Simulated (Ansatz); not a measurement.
# Worked example: correlation energy of SnH₂⁺, doublet

Geometry: a PBE0/def2-TZVP stationary point for this spin, not checked as a minimum.

```xyz
3

Sn    0.0000    0.0000    0.0000
H     0.0000    0.0000   -1.6554
H     0.0000    0.0000    1.6554
```

Basis def2-TZVP with its core potentials; Ansatz 0.2.0. Only valence electrons are correlated (noble-gas cores and the filled d shells of p-block atoms frozen), which leaves 5 electrons in 53 orbitals. R marks a restricted (for open shells ROHF) determinant. No spin–orbit coupling is included; scalar relativity enters through the core potentials alone.

Full CI is exact within this basis and frozen core; it isn't the basis-set limit.

Runs differ by some tens of microhartree through their thresholds and, for an open shell, their frozen cores, so steps under 0.03 kcal/mol mean nothing.

| level | total energy (hartree) |
| --- | --- |
| RHF | -214.153656 |
| RMP2 | -214.223232 |
| RCCSD | -214.243152 |
| RCCSD(T) | -214.245059 |
| RCCSDT | -214.245575 |
| RCCSDT(Q) | -214.245620 |
| full CI | -214.245595 |

Q: What is the correlation energy at full CI, and what share of it do RMP2 and RCCSD(T) recover?

A: E(corr) = -214.245595 − (-214.153656) = -0.091939 hartree = -2.502 eV. RMP2: -0.069576 / -0.091939 = 75.68 %. RCCSD(T): -0.091403 / -0.091939 = 99.42 %.

Q: By how many kcal/mol does RCCSD(T) miss full CI (1 hartree = 627.509 kcal/mol), and which steps make up the rest?

A: -214.245059 − (-214.245595) = 0.000536 hartree = 0.34 kcal/mol. Steps: RCCSDT − RCCSD(T) = -0.32, RCCSDT(Q) − RCCSDT = -0.03, full CI − RCCSDT(Q) = 0.02 kcal/mol. That is within 1 kcal/mol of the reference in this basis, which itself misses far more of the correlation at the basis-set limit.
